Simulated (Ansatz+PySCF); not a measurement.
Values are calculated unless marked as measured or tabulated.
Input for Ansatz (development build ahead of 0.2.0):

```yaml
crystal:
  periodic: [false, false, false]
  atoms:
    - { symbol: O, position_ang: [0.0, 0.0, -2.13889] }
    - { symbol: O, position_ang: [0.0, 0.0, 2.13889] }
    - { symbol: H, position_ang: [30.0, 0.0, -2.98146] }
    - { symbol: F, position_ang: [30.0, 0.0, 0.33127] }
basis:
  gaussian: { orbitals: "6-31G" }
magnetization:
  spin_polarized: true
  initial_magnetization: 2
hamiltonian:
  xc: hf
correlation:
  method: mp2
  frozen_orbitals: { F: 1, H: 0, O: 1 }
output:
  forces: true
```

The input is written out in the form of the current development build from the run's settings.

Results

| Item | Value |
| --- | --- |
| Converged | yes |
| Reference energy | -249.41980 hartree |
| Correlation energy | -0.17877 hartree |
| Total energy | -249.59857 hartree |
| Spin squared of the determinant | 4.008 |
| Stability test | minimum |

Forces (eV/Å):
```csv
atom,Fx,Fy,Fz
O1,0.000,0.000,0.003
O2,0.000,0.000,-0.003
H3,0.000,0.000,0.001
F4,0.000,0.000,-0.001
```

Caution: bonds are stretched, where a single reference can fail; the unrestricted determinant is a mixture of spin states; the determinant breaks the point group.
